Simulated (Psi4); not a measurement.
**UM06-L/def2-SVPD run of CH5BN (SMILES B[N]C)**

What is the vertical doublet–quartet gap of CH5BN at UM06-L/def2-SVPD? 

The calculation is run with Psi4 1.11.

2 further runs of the same task are left out: 2 set aside as unsound or not needed. Runs told in other sessions of the task aren't counted.

## Step 1: The molecule

The species is CH5BN (8 atoms), meant as a doublet with charge 0. SMILES: `B[N]C`. Geometry: relaxed at PBE0-D4/def2-TZVP.

Bond lengths: B1–N2 1.332 Å, N2–C3 1.390 Å, B1–H4 1.210 Å, B1–H5 1.203 Å, C3–H6 1.096 Å, C3–H7 1.096 Å, C3–H8 1.102 Å. Angles: B1–N2–C3 164.6°, N2–B1–H4 118.7°, N2–B1–H5 121.1°, N2–C3–H6 112.2°, N2–C3–H7 112.2°, N2–C3–H8 109.0°, H4–B1–H5 120.3°, H6–C3–H7 109.2°, H6–C3–H8 107.0°, H7–C3–H8 107.0°.

## Step 2: Energy and gradient at UM06-L/def2-SVPD

Contents of ch5bn.py:

```python
import psi4

psi4.set_memory(2200000000)
psi4.set_num_threads(1)
psi4.set_output_file('ch5bn.out', False)

molecule = psi4.geometry("""
0 2
B     -0.373900     1.096100    -0.965000
N      0.058500     0.275600    -0.008700
C      0.339600    -0.835900     0.776800
H     -1.007800     0.632300    -1.885400
H     -0.143000     2.276400    -0.921600
H     -0.096400    -0.755000     1.778600
H      1.416200    -1.018200     0.865300
H     -0.101000    -1.728600     0.304400
symmetry c1
no_reorient
no_com
""")

options = {'basis': 'def2-SVPD', 'reference': 'uks', 'puream': True, 'e_convergence': 1e-09, 'd_convergence': 1e-08, 'scf_type': 'pk', 'dft_radial_points': 99, 'dft_spherical_points': 590, 'maxiter': 100}
psi4.set_options(options)

E = psi4.gradient("m06-l", molecule=molecule)
print('gradient / Eh bohr^-1')
print(E.np.round(6))
```

Started as:

```sh
$ python ch5bn.py
```

ch5bn.out:

```text
[...]
  Running in c1 symmetry.
[...]
  Nuclear repulsion =   63.858645311702894
[...]
  Multiplicity = 2
[...]
  Nalpha       = 12
  Nbeta        = 11
[...]
    Number of basis functions: 100
[...]
   @UKS iter   1:  -120.33089465421970   -3.94046e-01   6.52363e-03 ADIIS/DIIS
[...]
   @UKS iter  13:  -120.57141123139724   -2.08331e-11   9.96784e-09 DIIS
[...]
   @S^2 Observed:                7.592320679E-01
[...]
    Orbital Energies [Eh]
    ---------------------
    Alpha Occupied:
       1A    -14.202528     2A    -10.112765     3A     -6.633727
       4A     -0.861582     5A     -0.647934     6A     -0.482259
       7A     -0.433346     8A     -0.420300     9A     -0.377687
      10A     -0.334380    11A     -0.256268    12A     -0.214886
    Alpha Virtual:
      13A      0.001167    14A      0.023238    15A      0.060096
      16A      0.096407    17A      0.105288    18A      0.110919
      19A      0.130289    20A      0.144054    21A      0.154874
      22A      0.157514    23A      0.169932    24A      0.193646
      25A      0.203201    26A      0.214300    27A      0.234984
[...]
  @UKS Final Energy:  -120.57141123139724
   => Energetics <=
    Nuclear Repulsion Energy =             63.8586453117028938
    One-Electron Energy =                -287.3440331213417949
    Two-Electron Energy =                 121.1257822807025235
    DFT Exchange-Correlation Energy =     -18.2118057024608717
    Empirical Dispersion Energy =           0.0000000000000000
    VV10 Nonlocal Energy =                  0.0000000000000000
    Total Energy =                       -120.5714112313972350
  UHF NO Occupations:
  HONO-2 :   10  A 1.9987839
  HONO-1 :   11  A 1.9980074
[...]
 Multipole Moments:
 ------------------------------------------------------------------------------------
     Multipole            Electronic (a.u.)      Nuclear  (a.u.)        Total (a.u.)
 ------------------------------------------------------------------------------------
 L = 1.  Multiply by 2.5417464519 to convert [e a0] to [Debye]
 Dipole X            :         -1.0600320            1.2200072            0.1599752
 Dipole Y            :         -4.0231332            3.4037747           -0.6193585
 Dipole Z            :          0.6016734           -0.1583590            0.4433143
 Magnitude           :                                                    0.7782831
[...]
  -Total Gradient:
     Atom            X                  Y                   Z
    ------   -----------------  -----------------  -----------------
       1       -0.001463844713     0.001665889918    -0.002930402031
       2        0.000178481761     0.002627750991    -0.000391100788
       3        0.001735990701    -0.007380577229     0.004914892294
       4        0.001353426150    -0.000100001665     0.002275982134
       5        0.000028280652    -0.002767566643     0.000842010448
       6        0.001285861996     0.000826383001    -0.004057740394
       7       -0.003897109299     0.001709161015    -0.000947074733
       8        0.000801520754     0.003441371377     0.000326325256
[...]
```

Standard output:

```text
gradient / Eh bohr^-1
[[-1.464e-03  1.666e-03 -2.930e-03]
 [ 1.780e-04  2.628e-03 -3.910e-04]
 [ 1.736e-03 -7.381e-03  4.915e-03]
 [ 1.353e-03 -1.000e-04  2.276e-03]
 [ 2.800e-05 -2.768e-03  8.420e-04]
 [ 1.286e-03  8.260e-04 -4.058e-03]
 [-3.897e-03  1.709e-03 -9.470e-04]
 [ 8.020e-04  3.441e-03  3.260e-04]]
```

Run time: 79 s. Hardware: 1 thread of Intel Xeon Platinum 8488C (Sapphire Rapids), shared host; peak memory 1.2 GiB.

## Step 3: The quartet: the energy at UM06-L/def2-SVPD

Contents of input.in:

```
memory 2.2 GB

molecule mol {
  0 4
  B     -0.373900     1.096100    -0.965000
  N      0.058500     0.275600    -0.008700
  C      0.339600    -0.835900     0.776800
  H     -1.007800     0.632300    -1.885400
  H     -0.143000     2.276400    -0.921600
  H     -0.096400    -0.755000     1.778600
  H      1.416200    -1.018200     0.865300
  H     -0.101000    -1.728600     0.304400
  symmetry c1
  no_reorient
  no_com
}

set basis def2-SVPD
set reference uks
set puream true
set e_convergence 1e-09
set d_convergence 1e-08
set scf_type pk
set dft_radial_points 99
set dft_spherical_points 590
set maxiter 100

e, wfn = energy("m06-l", return_wfn=True)
oeprop(wfn, "MULLIKEN_CHARGES", "WIBERG_LOWDIN_INDICES", "LOWDIN_CHARGES", title="M06-L")
print_variables()
```

Started as:

```sh
$ psi4 -n 1 input.in input.out
```

input.out, cut to the lines that bear on the results:

```text
[...]
  Running in c1 symmetry.
[...]
  Nuclear repulsion =   63.858645311702894
[...]
  Multiplicity = 4
[...]
  Nalpha       = 13
  Nbeta        = 10
[...]
    Number of basis functions: 100
[...]
   @UKS iter   1:  -120.15739020373505   -2.20542e-01   5.68208e-03 ADIIS/DIIS
[...]
   @UKS iter  14:  -120.37618391253818   -3.21165e-12   2.99224e-09 DIIS
[...]
   @S^2 Observed:                3.767867417E+00
[...]
  @UKS Final Energy:  -120.37618391253818
   => Energetics <=
    Nuclear Repulsion Energy =             63.8586453117028938
    One-Electron Energy =                -286.4363319942648332
    Two-Electron Energy =                 120.3978600526169771
    DFT Exchange-Correlation Energy =     -18.1963572825932189
    Empirical Dispersion Energy =           0.0000000000000000
    VV10 Nonlocal Energy =                  0.0000000000000000
    Total Energy =                       -120.3761839125381812
  UHF NO Occupations:
  HONO-2 :   11  A 1.0000000
  HONO-1 :   12  A 1.0000000
[...]
 Multipole Moments:
 ------------------------------------------------------------------------------------
     Multipole            Electronic (a.u.)      Nuclear  (a.u.)        Total (a.u.)
 ------------------------------------------------------------------------------------
 L = 1.  Multiply by 2.5417464519 to convert [e a0] to [Debye]
 Dipole X            :         -0.6920582            1.2200072            0.5279490
 Dipole Y            :         -4.8088523            3.4037747           -1.4050776
 Dipole Z            :          1.4417893           -0.1583590            1.2834303
 Magnitude           :                                                    1.9748839
[...]
  Mulliken Charges: (a.u.)
   Center  Symbol    Alpha    Beta     Spin     Total
       1     B     3.59194  2.52961  1.06233 -1.12155
       2     N     4.28140  2.62112  1.66028  0.09748
       3     C     2.64680  2.89905 -0.25225  0.45415
       4     H     0.46362  0.32009  0.14353  0.21628
       5     H     0.43506  0.33213  0.10293  0.23281
       6     H     0.53462  0.42931  0.10531  0.03606
       7     H     0.53491  0.42934  0.10557  0.03574
       8     H     0.51164  0.43935  0.07229  0.04902
   Total alpha = 13.00000, Total beta = 10.00000, Total charge = -0.00000
[...]
```

Wall time 74 s (1 thread of Intel Xeon Platinum 8488C (Sapphire Rapids), shared host); peak memory 1.2 GiB.

## Step 4: Results

Level: UM06-L/def2-SVPD.

```
                                        quantity          value
                           doublet: total energy  -120.57141 Eh
                          doublet: dipole moment         1.98 D
     doublet: HOMO energy (highest over α and β)       -5.85 eV
      doublet: LUMO energy (lowest over α and β)       -3.57 eV
                                   doublet: ⟨S²⟩          0.759
               doublet: largest force on an atom     0.465 eV/Å
                           quartet: total energy  -120.37618 Eh
                          quartet: dipole moment         5.02 D
     quartet: HOMO energy (highest over α and β)       -1.49 eV
                                   quartet: ⟨S²⟩          3.768
vertical energy of the quartet above the doublet       5.312 eV
```

What this shows: At this shape the quartet lies 5.31 eV (513 kJ/mol) above the doublet. The largest force (doublet) is 0.46 eV/Å: the shape isn't a stationary point for this species at this level. Mulliken charges (quartet) run from -1.12 on B1 to +0.45 on C3; in a basis this large or diffuse they mean little.
